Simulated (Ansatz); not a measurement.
in.yaml

```yaml
crystal:
  periodic: [false, false, false]
  atoms:
    - {symbol: B, position_ang: [0.000000, 0.000000, 1.823185]}
    - {symbol: B, position_ang: [0.000000, 0.000000, -1.823185]}
    - {symbol: H, position_ang: [0.000000, 0.000000, 4.634365]}
    - {symbol: H, position_ang: [0.000000, 0.000000, -4.634365]}
basis:
  gaussian: {orbitals: 6-31G}
correlation: {active_space: {window: {electrons: 12, orbitals: 8}, fixed_orbitals: true}}
output: {forces: true}
```

```sh
$ ansatz run in.yaml --threads 1 --pin off --events-out ev --progress --plain --max-ram 2393MiB
```

Question: Roughly how long does this take on 1 thread of Intel Xeon, shared host, and how much host memory?

Answer: 0.52 s wall and 0.15 GiB.

```
316 factors; integrals over basis functions are off by at most 2.3e-4 eV
mean field evaluation 1: about -1352.2060 eV, gradient 2.0e1 eV
mean field evaluation 2: about -1352.2066 eV, gradient 2.0e1 eV
mean field evaluation 4: about -1357.6935 eV, gradient 1.5e0 eV
mean field evaluation 8: about -1357.7107 eV, gradient 4.6e-5 eV
mean field evaluation 16: about -1355.3316 eV, gradient 1.8e1 eV
mean field -1357.71065931 eV, -49.8949464402 hartree, gradient 4.3e-6 eV, S^2 0.000000; 1 other end points of the search recorded, 0 dependent functions left out
reference -1357.71065931 eV, -49.8949464402 hartree; 6, 6 occupied and 16, 16 virtual orbitals, 316 factors
state -1358.54775499 eV, -49.9257091390 hartree
the calculation of the forces begins
WARN: the results are in doubt because the space or a class takes a part of the degenerate orbitals at 0.0688 eV
Total energy: -1358.54775499 eV, -49.9257091390 hartree
Atom 0 at     0.000000     0.000000     1.823185 Å, force     0.000000     0.000000     1.808823 eV/Å
Atom 1 at     0.000000     0.000000    -1.823185 Å, force    -0.000000     0.000000    -1.808823 eV/Å
Atom 2 at     0.000000     0.000000     4.634365 Å, force    -0.000000    -0.000000    -2.038808 eV/Å
Atom 3 at     0.000000     0.000000    -4.634365 Å, force    -0.000000    -0.000000     2.038808 eV/Å
Dipole moment:     0.000000     0.000000    -0.000000 e Å
In doubt: the space or a class takes a part of the degenerate orbitals at 0.0688 eV
```

Natural occupations: 2.0000 2.0000 1.9945 1.9943 1.9450 1.9328 0.1228 0.0105.

Forces (eV/Å):
```
B    0.000  0.000  1.809
B    0.000  0.000 -1.809
H    0.000  0.000 -2.039
H    0.000  0.000  2.039
```
